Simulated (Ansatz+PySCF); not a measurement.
The numbers below are computed, except where a source is named.
**Several solutions for triplet O2**

```csv
atom,x (Å),y (Å),z (Å)
O,0.0000,0.0000,-0.8615
O,0.0000,0.0000,0.8615
```

Basis set: STO-3G (spherical functions). Charge 0, multiplicity 3.

PBE0 (unrestricted) was run from several starts with Ansatz (development build ahead of 0.2.0) and PySCF 2.14.0.

```
run  program                        start  converged  energy (hartree)  <S²>
  A   Ansatz      stability test followed        yes        -148.01370  2.00
  B   Ansatz  search for the lowest state        yes        -148.01370  2.00
  C    PySCF             program defaults        yes        -148.00252  2.00
  D   Ansatz      atomic start, no search        yes        -148.00252  2.00
```

Question: Which runs reached the lowest solution of this kind, and what is wrong with the others?

Answer: A, B reached the lowest solution found. Converged but too high: C by 0.30 eV, D by 0.30 eV. Convergence only shows a stationary point, and even a stable one can lie too high; stability tests and further starts are what find lower ones.
